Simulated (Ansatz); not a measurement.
# C4H10S: a ladder of functionals and wavefunction methods

The task here is to estimate one member of a computed series from the others.

Program: Ansatz 0.2.0, Gaussian basis. Level of theory: functionals in def2-TZVPP, the program's frozen cores in correlated methods. These are calculated values, not measurements.

Plan: LDA (SPW92), PBE-D4, revPBE-D4, BLYP-D4, r2SCAN-D4, B97M-V, PBE0-D4, B3LYP-D4, r2SCANh-D4, r2SCAN0-D4, HSE06-D4, BHLYP-D4, CAM-B3LYP-D4, LC-ωPBE, ωB97X-V, ωB97M-V, B2PLYP, PBE-QIDH; CCSD(T)/def2-SVP; CCSD(T)/def2-TZVPP; MP2/def2-QZVPP; extrapolation to the limit; RPA on PBE.

## Structure used throughout

An earlier PBE0-D4 in a triple-zeta def2 set relaxation fixed the geometry.

SMILES `CSC(C)C`, 15 atoms, charge 0, spin multiplicity 1.

Atoms are counted from 1 here; the program's logs count them from 0.

Bond lengths: C1–S2 1.797 Å, C1–H6 1.091 Å, C1–H7 1.091 Å, C1–H8 1.091 Å, S2–C3 1.819 Å, C3–C4 1.519 Å, C3–C5 1.519 Å, C3–H9 1.095 Å, C4–H10 1.094 Å, C4–H11 1.093 Å, C4–H12 1.091 Å, C5–H13 1.091 Å, C5–H14 1.094 Å, C5–H15 1.093 Å. Angles: S2–C1–H6 112.1°, S2–C1–H7 112.1°, S2–C1–H8 105.9°, H6–C1–H7 110.0°, H6–C1–H8 108.3°, H7–C1–H8 108.3°, C1–S2–C3 102.5°, S2–C3–C4 112.7°, S2–C3–C5 112.7°, S2–C3–H9 101.2°, C4–C3–C5 112.3°, C4–C3–H9 108.6°, C5–C3–H9 108.6°, C3–C4–H10 110.3°, C3–C4–H11 111.2°, C3–C4–H12 111.2°, H10–C4–H11 107.2°, H10–C4–H12 108.6° and more.

The first run:

Contents of in.yaml:

```yaml
crystal:
  periodic: [false, false, false]
  atoms:
    - {symbol: C, position_ang: [-1.869852, -0.795727, 0.412194]}
    - {symbol: S, position_ang: [-0.429436, -0.732355, 1.484442]}
    - {symbol: C, position_ang: [0.805720, 0.097461, 0.437705]}
    - {symbol: C, position_ang: [1.173624, -0.714567, -0.791801]}
    - {symbol: C, position_ang: [0.417378, 1.523861, 0.089919]}
    - {symbol: H, position_ang: [-2.221456, 0.199856, 0.138143]}
    - {symbol: H, position_ang: [-1.687037, -1.386675, -0.486312]}
    - {symbol: H, position_ang: [-2.652290, -1.287417, 0.991441]}
    - {symbol: H, position_ang: [1.669957, 0.124582, 1.110302]}
    - {symbol: H, position_ang: [1.999399, -0.237329, -1.328066]}
    - {symbol: H, position_ang: [0.332695, -0.782536, -1.486625]}
    - {symbol: H, position_ang: [1.475046, -1.727228, -0.520810]}
    - {symbol: H, position_ang: [0.181373, 2.098872, 0.986285]}
    - {symbol: H, position_ang: [1.236741, 2.021804, -0.437262]}
    - {symbol: H, position_ang: [-0.453460, 1.546700, -0.570157]}
basis:
  gaussian: {orbitals: def2-TZVPP}
hamiltonian: {xc: lda}
output: {orbitals: {seedname: orbitals}}
```

The run is started by

```
$ ansatz run in.yaml --threads 4 --pin off --events-out ev --progress --plain --max-ram 10444MiB
```

Among the steps run: LDA; PBE-D4 (GGA); revPBE-D4 (GGA); BLYP-D4 (GGA); r2SCAN-D4 (meta-GGA); B97M-V (meta-GGA); B3LYP-D4 (hybrid); r2SCANh-D4 (hybrid); r2SCAN0-D4 (hybrid); HSE06-D4 (hybrid); BHLYP-D4 (hybrid); CAM-B3LYP-D4 (range-separated); LC-ωPBE (range-separated); ωB97X-V (range-separated); ωB97M-V (range-separated); B2PLYP (double hybrid); PBE-QIDH (double hybrid).

One table of the session follows, with a row left open; its other results are not shown here.

It belongs to the step «Frontier levels by functional». 

| functional | HOMO (eV) | LUMO (eV) | gap (eV) |
| --- | --- | --- | --- |
| LDA (SPW92) | -5.07 | -0.08 | 4.99 |
| PBE-D4 | -4.97 | 0.08 | 5.05 |
| revPBE-D4 | -4.92 | 0.17 | 5.09 |
| BLYP-D4 | -4.83 | 0.13 | 4.96 |
| r2SCAN-D4 | ? | ? | ? |
| B97M-V | -5.32 | 0.26 | 5.58 |
| PBE0-D4 | -6.19 | 0.97 | 7.16 |
| B3LYP-D4 | -5.97 | 0.66 | 6.63 |
| r2SCANh-D4 | -5.65 | 0.86 | 6.50 |
| r2SCAN0-D4 | -6.33 | 1.31 | 7.65 |
| HSE06-D4 | -5.79 | 0.60 | 6.38 |
| BHLYP-D4 | -7.30 | 1.65 | 8.95 |
| CAM-B3LYP-D4 | -7.54 | 1.81 | 9.35 |
| LC-ωPBE | -8.93 | 3.12 | 12.05 |
| ωB97X-V | -8.58 | 2.89 | 11.47 |
| ωB97M-V | -8.43 | 2.50 | 10.93 |

Estimate the missing values for r2SCAN-D4.

Worked estimate for «HOMO (eV)». Against the share of exact exchange, r2SCANh-D4 (0.1, -5.65), r2SCAN0-D4 (0.25, -6.33) give a slope of -4.53 per unit share; at 0 the line stands at -5.20.

**Answer.** HOMO (eV): -5.19; LUMO (eV): 0.52; gap (eV): 5.72. In «HOMO (eV)» the line misses by -0.01.
